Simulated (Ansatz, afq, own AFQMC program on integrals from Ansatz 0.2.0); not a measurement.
# SiH2, triplet in cc-pVDZ, levels against full CI

```xyz
3

Si    0.0000   -0.1208    0.0000
H     0.0000    1.6825   -3.0425
H     0.0000    1.6825    3.0425
```

Basis cc-pVDZ. Only valence electrons are correlated. AFQMC by an in-house program on the Cholesky factors that Ansatz 0.2.0 writes for its CCSD(T) run. The CISD trial takes its coefficients from CCSD amplitudes. Released means that phaseless walkers are propagated on without the constraint, phases kept. Uncertainties: one standard error, sampling alone.

Determinant: UHF, the one that the program's search chose, which needn't be the lowest solution. The geometry is a point of a scan.

Full CI on the same integrals is exact in this basis and with this determinant's frozen core.

Cautions: lower spins were not checked; unrestricted determinant spin contaminated (⟨S²⟩ 2.99 against 2.00); the released energies are still falling, so no released level is given (meV from the phaseless value at times in 1/Eh: -1.9 ± 1.2 at 0.24, -3.8 ± 1.0 at 0.51, -5.1 ± 1.2 at 0.99, -8.6 ± 1.0 at 1.62, -21 ± 12 at 2.40); the next higher spin lies close (full CI puts it 109 meV above); walk and cluster series may follow different spin states.

* T1 diagnostic: 0.0190
* weight of the determinant in the CISD state: 0.931
* ⟨S²⟩ of the determinant: 2.990
* size of the correlated space: 6 electrons in 23 orbitals

Reference: full CI, correlation energy -1.856 eV. The cautions show a poor starting determinant, so the rows tell how each method copes with it here, and full CI is the sure value.

| level | E − E(reference) (kJ/mol) | share of correlation (%) |
| --- | --- | --- |
| HF | 179.1 | 0.00 |
| MP2 | 59.8 | 66.62 |
| CCSD | 8.9 | 95.03 |
| CCSD(T) | 6.0 | 96.65 |
| CCSDT | 2.2 | 98.78 |
| CCSDT(Q) | 1.6 | 99.08 |
| ph-AFQMC/HF | 5.3 ± 1.2 | 97.06 |
| ph-AFQMC/CISD | 1.6 ± 0.1 | 99.12 |

CCSDT and higher add their correlation energy to the determinant of the CCSD(T) run, since their own runs factorise the integrals more tightly (a shift of under 2 meV).
